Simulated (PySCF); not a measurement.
Exercise with solution: entropy of an ideal gas

C₂H₇N, SMILES CCN (connectivity only; charge and spin as stated), charge +1, multiplicity 2.

The structure is a stationary point at PBE-D3(BJ)/def2-TZVP. The multiplicity is an assumed one; other spin states were not compared. One conformer was computed; it need not be the lowest.

PBE-D3(BJ)/def2-TZVP in PySCF gives the harmonic wavenumbers 107, 215, 394, 597, 694, 890, 929, 1005, 1097, 1125, 1137, 1268, 1321, 1376, 1426, 1427, 1578, 2731, 2780, 2982, 3051, 3083, 3377, 3491 cm⁻¹ and the rotational temperatures 1.6741, 0.4251, 0.3708 K. The molar mass is 45.09 g/mol, the symmetry number 1, the spin multiplicity 2.

Task: Work out the entropy at 298.15 K and 1 atm in the rigid-rotor, harmonic-oscillator model.

Result: 
Translation (Sackur–Tetrode at 1 atm): S = R[1.5 ln M + 2.5 ln T − 1.16487] = 156.2 J/(mol K).
Rotation: q = (√π/σ) T^1.5/√(θA θB θC) = 17800, S = R[ln q + 3/2] = 93.8 J/(mol K).
Vibration: with u = 1.4388 ν/T, each mode gives R[u/(e^u − 1) − ln(1 − e^−u)]:
```
ν (cm⁻¹)  modes     u  S (J/(mol K))
--------  -----  ----  -------------
107           1  0.52          13.90
215           1  1.04           8.37
394           1  1.90           4.12
597           1  2.88           1.90
694           1  3.35           1.31
890           1  4.29           0.61
929           1  4.48           0.52
1005          1  4.85           0.38
1097          1  5.29           0.26
1125          1  5.43           0.24
1137          1  5.49           0.22
1268          1  6.12           0.13
1321          1  6.37           0.10
1376          1  6.64           0.08
1426          1  6.88           0.07
1427          1  6.89           0.07
1578          1  7.61           0.04
```
The stiffer modes add less than 0.005 each. Sum 32.3 J/(mol K).
Spin: R ln 2 = 5.8 J/(mol K).
Total 288.2 J/(mol K); the program's own thermochemistry gives 288.2. Translation makes up 54 % and vibration 11 %. Anharmonicity, hindered rotation and orbital degeneracy are left out.
